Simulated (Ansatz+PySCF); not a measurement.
**singlet H₂F₂: levels of theory in one basis**

```yaml
atoms:
  - { symbol: F, position_ang: [0.0000, -0.3843, -1.1941] }
  - { symbol: H, position_ang: [0.0000, 0.4552, -0.7986] }
  - { symbol: F, position_ang: [0.0000, 0.3843, 1.1941] }
  - { symbol: H, position_ang: [0.0000, -0.4552, 0.7986] }
```

Basis set: def2-SVP (spherical functions). Frozen core: 2 orbitals. Charge 0, multiplicity 1.

Computed with Ansatz (development build ahead of 0.2.0); each method stands on the lowest determinant of its kind that the runs found. NEVPT2 correlates all electrons. Active spaces start from the frontier orbitals, and the lowest solution found is given.

| method | E − E(RHF) (eV) | <S²> of the determinant |
| --- | --- | --- |
| RHF | 0.00 | 0.00 |
| RHF-MP2 | -10.97 | – |
| RHF-CCSD | -11.24 | – |
| RHF-CCSD(T) | -11.35 | – |
| CASSCF(2,2) | -0.62 | – |

Question: What does SC-NEVPT2(2,2) give on the same scale?

Answer: -11.10 eV. NEVPT2 here correlates all electrons, so it doesn't share the others' frozen core.

Question: Is a single determinant a sound starting point here?

Answer: By this sign, yes. Unrestricted orbitals gain 0.00 eV and <S²> is 0.00 against 0.00 for a pure state. The CASSCF(2,2) natural occupations are 1.98, 0.02.
